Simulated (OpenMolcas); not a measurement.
## How basis sets differ on AlSiNH8 (SMILES [AlH3-][NH2+][SiH3])

AlSiNH8: 11 atoms, total charge 0, spin state singlet. As SMILES, `[AlH3-][NH2+][SiH3]`. The coordinates come from a PBE0-D4/def2-TZVP relaxation.

```xyz
11

Al   -0.9001    1.2111   -0.7408
N    -0.0283    0.1435    0.8027
Si    0.8762   -1.2487    0.1286
H    -0.7211    0.0919   -1.8824
H     0.0938    2.4653   -0.8067
H    -2.3772    1.4353   -0.1651
H     0.5667    0.7865    1.3167
H    -0.7685   -0.1448    1.4359
H     1.6515   -1.8829    1.2283
H     1.7948   -0.7168   -0.8967
H    -0.1225   -2.1974   -0.4001
```

Quantity: the dipole moment, in D. The values are calculated.

```json
{"level": "HF/STO-3G", "kind": "Hartree–Fock", "program": "OpenMolcas", "value (D)": "5.32", "CPU time": "2 s"}
{"level": "HF/3-21G", "kind": "Hartree–Fock", "program": "OpenMolcas", "value (D)": "5.42", "CPU time": "2.5 s"}
{"level": "HF/ANO-RCC-VDZ (DKH2)", "kind": "Hartree–Fock", "program": "OpenMolcas", "value (D)": "5.57", "CPU time": "4.4 s"}
{"level": "HF/def2-SVP", "kind": "Hartree–Fock", "program": "OpenMolcas", "value (D)": "5.15", "CPU time": "7.7 s"}
```

The values span 5.15 to 5.57 D. Magnitudes only. Sets without polarisation functions give poor dipoles. Times are those of the runs behind each value, whatever else they computed, on shared processors of several kinds: orders of magnitude only.
